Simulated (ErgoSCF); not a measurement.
# One shape, several levels: [AlH4]− (SMILES [H][Al-]([H])([H])[H])

We compute a comparison of 3 runs (HF/STO-3G, HF/pcseg-1, SPZ81/6-31G*) of [AlH4]−. 

The results are computed with ErgoSCF 3.8.

6 further runs of the same task are left out: 1 that didn't finish, 5 set aside as unsound or not needed.

## 1. The molecule

The species is [AlH4]− (5 atoms), meant as a singlet with charge -1. As SMILES, `[H][Al-]([H])([H])[H]`. Geometry: a GFN2-xTB relaxation, a rough one for these elements and not checked as a minimum.

Bond lengths: Al1–H2 1.627 Å, Al1–H3 1.628 Å, Al1–H4 1.628 Å, Al1–H5 1.628 Å. Angles: H2–Al1–H3 109.3°, H2–Al1–H4 109.4°, H2–Al1–H5 109.6°, H3–Al1–H4 109.3°, H3–Al1–H5 109.5°, H4–Al1–H5 109.6°.

## 2. The energy at HF/STO-3G (run 1)

input.ego

```
set_nthreads("env")
molecule_inline
Al    -0.00274010    -0.00204090    -0.00001890
H      0.02430188    -0.03650951     3.07471669
H      2.89135656     0.02456644    -1.04479178
H     -1.46247795     2.52112142    -0.98292215
H     -1.45044039    -2.50713744    -1.04700276
EOF
scf.use_diagonalization = 1
scf.output_mulliken_pop = 1
tmpdir = "."
charge = -1
basis = "STO-3G"
scf.max_number_of_iterations = 120
run "HF"
```

The basis set STO-3G is read from a file made from the Basis Set Exchange's data (not shown).

Launch:

```
$ ergo < input.ego
```

Output:

```text
[...]
INSC SCF_general constructor, number of basis functions: 13
[...]
INSC Energy   1 =       -202.68710546939
[...]
INDE E_LUMO =          0.80945947722
[...]
INSC Energy   8 =       -241.14708391769  ( diff     -0.000000000001364 )
[...]
RESC CONVERGED after   8 iterations.
RESC FINAL ENERGY:       -241.14708391769
[...]
INSC SCF: dipole_moment_x [atomic units] =      -0.00464461
INSC SCF: dipole_moment_y [atomic units] =      -0.00338962
INSC SCF: dipole_moment_z [atomic units] =       0.00012003
[...]
```

Run time: 0.48 s. Hardware: 1 thread of Arm Neoverse V2, shared host; peak memory 0.26 GiB.

## 3. A single-point energy at HF/pcseg-1 (run 2)

molecule.xyz

```xyz
5
AlH4
Al    -0.001450    -0.001080    -0.000010
H      0.012860    -0.019320     1.627070
H      1.530040     0.013000    -0.552880
H     -0.773910     1.334120    -0.520140
H     -0.767540    -1.326720    -0.554050
```

run.inp

```
set_nthreads(1)
molecule "molecule.xyz"
scf.output_mulliken_pop = 1
charge = -1
tmpdir = "."
scf.max_number_of_iterations = 120
scf.use_diagonalization = 1
basis = "pcseg-1"
run "HF"
```

The basis set pcseg-1 is read from a file made from the Basis Set Exchange's data (not shown).

Launch:

```
$ ergo run.inp
```

Output:

```text
[...]
INSC SCF_general constructor, number of basis functions: 38
[...]
INSC Energy   1 =        -87.53070795156
[...]
INDE E_LUMO =          0.28682672710
[...]
INSC Energy  10 =       -244.21290301488  ( diff     -0.000000000001478 )
[...]
RESC CONVERGED after  10 iterations.
RESC FINAL ENERGY:       -244.21290301488
[...]
INSC SCF: dipole_moment_x [atomic units] =      -0.00413982
INSC SCF: dipole_moment_y [atomic units] =      -0.00283395
INSC SCF: dipole_moment_z [atomic units] =       0.00048617
[...]
```

Wall time 1.7 s (1 thread of Arm Neoverse V2, shared host); peak memory 0.26 GiB.

## 4. The energy at SPZ81/6-31G(d) (spherical functions) (run 3)

mol.xyz

```xyz
5
AlH4
Al    -0.001450    -0.001080    -0.000010
H      0.012860    -0.019320     1.627070
H      1.530040     0.013000    -0.552880
H     -0.773910     1.334120    -0.520140
H     -0.767540    -1.326720    -0.554050
```

ergo.in

```
set_nthreads(1)
molecule "mol.xyz"
scf.use_diagonalization = 1
XC.type = "HiCu"
basis = "6-31Gs"
spin_polarization = 0
scf.output_mulliken_pop = 1
tmpdir = "."
scf.max_number_of_iterations = 100
charge = -1
run "Combine slater=1 pz81=1"
```

Launch:

```
$ ergo < ergo.in
```

Output:

```text
[...]
INDF Weighted mixed functional:
[...]
INSC Energy   1 =       -129.18806216882
[...]
INDE E_LUMO =          0.21957131301
[...]
INSC Energy  11 =       -243.69915744400  ( diff     -0.000000000001137 )
[...]
RESC CONVERGED after  11 iterations.
RESC FINAL ENERGY:       -243.69915744400
[...]
INSC SCF: dipole_moment_x [atomic units] =      -0.00181977
INSC SCF: dipole_moment_y [atomic units] =      -0.00115940
INSC SCF: dipole_moment_z [atomic units] =       0.00044933
[...]
```

It took 2.5 s on 1 thread of Arm Neoverse V2, shared host; peak memory 0.26 GiB.

## 5. Overview of the runs

```csv
run,level,iteration cap,integration grid,energy (Eh),wall time
1,HF/STO-3G,120,–,-241.147084,0.48 s
2,HF/pcseg-1,120,–,-244.212903,1.7 s
3,SPZ81/6-31G* (spherical functions),100,HiCu,-243.699157,2.5 s
```

## 6. Outcome

| quantity | value |
| --- | --- |
| run 3: total energy | -243.69916 Eh |

**Reading.** In run 1 the basis is minimal, so the values are rough. All runs together took 4.7 s, the longest 2.5 s.
